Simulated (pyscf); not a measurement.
A first-order saddle from PySCF, ωB97X-D3(BJ)/def2-SVP:

```xyz
10

O     -0.6869     0.9512     0.2811
Si    -1.4629    -0.2722    -0.5290
Cl    -1.9667    -2.4532    -2.3510
Cl    -2.9822     0.6066    -1.5462
Cl    -1.9442    -1.6553     0.8747
H     -1.1894     1.4349     0.9458
N     -0.0167    -0.7170    -1.5638
H     -0.5116    -1.5658    -2.1453
H      0.2833     0.0612    -2.1575
H      0.7794    -1.0232    -0.9976
```
Charge 0, spin multiplicity 1.

Surface: singlet, charge 0. Lowest wavenumbers (cm⁻¹): 277i, 64, 118, 123, 154.

Question: What reaction is this the transition state of?

Answer: HO–Si(Cl)(Cl)–Cl (SMILES O[Si](Cl)(Cl)Cl) + NH₃ (SMILES N) <-> H₂N–Si(OH)(Cl)–Cl (SMILES N[Si](O)(Cl)Cl) + HCl (SMILES Cl), a four-centre exchange read from left to right: Cl–Si, H–N broken and N–Si, Cl–H formed. At ωB97M-D3(BJ)/def2-TZVP it lies +69.0 kJ/mol from the left side and +46.2 kJ/mol from the right (each side as separated species at their lowest minima found). On the reactant side the descent ends in an adduct with a N–Si contact (not fully relaxed), 15.9 kJ/mol over the separated species and 55.0 kJ/mol under the saddle at ωB97X-D3(BJ)/def2-TZVP. On the product side the descent ends in a complex, 23.7 kJ/mol under the separated species and 64.8 kJ/mol under the saddle at ωB97X-D3(BJ)/def2-TZVP. What is counted as formed (N–Si) is already present as a longer contact in the reactant adduct; forming that adduct is a step of its own. One saddle was located; it need not be the lowest between these sides.
